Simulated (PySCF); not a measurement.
Telling isomers of C2H5NO apart by NMR

[PySCF: J: B3LYP/pcJ-1; NMR shieldings at PBE0/pcSseg-1/GIAO; geometry: GFN2-xTB; rapidly exchanging positions averaged; no relativistic terms; isolated molecule; single conformer]

Shifts are taken against calculated references (same method and geometry level): ¹H (σref 31.72), ¹³C (σref 186.93) vs TMS. Multiplet labels drop J under 1 Hz and among equivalent protons, and merge close values. Unscaled 3J(H,H) run several per cent high. Vicinal couplings that depend on rotamer populations or ring flexing (ring, CH–CH, X–H and H–F types) are those of the one conformer. Acid and N–H amide carbonyl carbons lie up to 10 ppm further downfield in solution (hydrogen bonding). Shifts are as computed. Against solution values, carbons near 30 ppm lie about +3 ppm off and those near 130 ppm about +5 ppm. Of 1211 compounds with measured shifts, 218 miss one by over three times the rms of a fit or turn the order of signals round; such compounds aren't used in these exercises. Groups on amide-type nitrogens are kept apart (slow C–N rotation). OH and NH positions are gas-phase values without hydrogen bonding to other molecules.

(1) Tabulate the signals of `C/C=N\O`, `CC(N)=O`, `CNC=O` and their relative energies.

(2) What is the quickest way to tell C/C=N\O from CC(N)=O?

(3) What is the quickest way to tell C/C=N\O from CNC=O?

(4) What is the quickest way to tell CC(N)=O from CNC=O?

Answers

(1) 
| SMILES | carbon types | δC | δH | E rel. (kcal/mol) |
| --- | --- | --- | --- | --- |
| C/C=N\O | 1×CH 1×CH3 | 148.2, 12.5 | 7.06 (br s, 1H), 6.74 (q, 1H), 1.95 (d, 3H) | 54.5 |
| CC(N)=O | 1×C 1×CH3 | 169.1, 23.1 | 4.63 (br, 1H), 4.41 (br, 1H), 1.87 (d, 3H) | 0.0 |
| CNC=O | 1×CH 1×CH3 | 160.1, 24.2 | 8.13 (d, 1H), 4.27 (br, 1H), 3.12 (d, 3H) | 9.0 |

Energies are electronic energies at PBE0/pcSseg-1 on these geometries, without zero-point or thermal terms, each for the one conformer computed, which needn't be the lowest.

(2) Both give the same number of carbon signals, but DEPT or the intensities differ. The first has a C=N carbon (CH) at 148.2 ppm, the second an amide carbonyl carbon (C) at 169.1 ppm. In the proton spectra the most deshielded non-exchanging signals are 6.74 (q, J = 6.3 Hz, 1H) and 1.87 (d, J = 1.0 Hz, 3H).

(3) Both give the same number of carbon signals, with the same numbers of each carbon type, so the positions decide. The first has a C=N carbon (CH) at 148.2 ppm, the second an amide carbonyl carbon (CH) at 160.1 ppm. In the proton spectra the most deshielded non-exchanging signals are 6.74 (q, J = 6.3 Hz, 1H) and 8.13 (d, J = 1.8 Hz, 1H).

(4) Both give the same number of carbon signals, but DEPT or the intensities differ. The first has an amide carbonyl carbon (C) at 169.1 ppm, the second an amide carbonyl carbon (CH) at 160.1 ppm. In the proton spectra the most deshielded non-exchanging signals are 1.87 (d, J = 1.0 Hz, 3H) and 8.13 (d, J = 1.8 Hz, 1H).
